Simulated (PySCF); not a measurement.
NMR data sheet: 1,1,1-trifluoroethane

```yaml
Formula: C2H3F3
SMILES: CC(F)(F)F
InChI: InChI=1S/C2H3F3/c1-2(3,4)5/h1H3
Point_group_of_the_computed_structure: C3v
Degrees_of_unsaturation: 0
Carbon_signals: 2
Proton_signals: 1
```

Atoms are numbered as in `[CH3:1][C:2]([F:3])([F:4])[F:5]` (H(Xn): hydrogen on atom n).

- J couplings at B3LYP/pcJ-1
- GFN2-xTB structure
- shielding tensors at PBE0/pcSseg-1 (GIAO)
- program: PySCF
- one conformer, no solvent model, relativity neglected, one averaged value for each set of equivalent atoms

Shifts are taken against calculated references (same method and geometry level): TMS for $^{1}$H (31.72 ppm) and $^{13}$C (186.93 ppm); CFCl3 for $^{19}$F (170.95 ppm).

| carbon | δC, type | δH (multiplicity, J in Hz) | HMBC from (abs. J ≥ 3 Hz) | span of the C tensor (ppm) |
| --- | --- | --- | --- | --- |
| C1 | 23.4, CH3 | 1.85 (q, 11.2) | – | 39 |
| C2 | 135.1, C | – | H(C1) | 6 |

Other nuclei:
| atoms | nucleus | environment | δ (ppm) | σ (ppm) |
| --- | --- | --- | --- | --- |
| F3/F4/F5 | $^{19}$F | fluorine of a CF3 group | -78.8 | 249.7 |

Selected couplings (Hz, signed; the shortest-range and largest first, 30 at most; isotopes $^{13}$C, $^{19}$F, $^{1}$H): $^{1}J$(C2,F3) -342.3, $^{1}J$(C1,H(C1)) 137.6, $^{1}J$(C1,C2) 64.7, $^{2}J$(C1,F3) 32.0, $^{3}J$(F3,H(C1)) 11.2.

Carbon types of the structure: 1 × C, 1 × CH3, which accounts for all hydrogens. δC 135.1: CF3 carbon; 3 electronegative neighbours deshield it. δC 23.4: methyl carbon; a saturated carbon with 1 carbon neighbour and no heteroatom attached. δH 1.85: hydrogen on a methyl carbon.

Common functionals overestimate the size of one-bond C–F couplings by tens of Hz; these are unscaled. Multiplet labels drop couplings under 1 Hz and merge nearly equal ones. Shifts are as computed. Against solution values, carbons near 30 ppm lie about +3 ppm off and those near 130 ppm about +5 ppm. Of 1211 compounds with measured shifts, 218 miss one by over three times the rms of a fit or turn the order of signals round; such compounds aren't used in these exercises. Unscaled 19F shifts against computed CFCl3 carry errors that often reach 10 to 50 ppm.
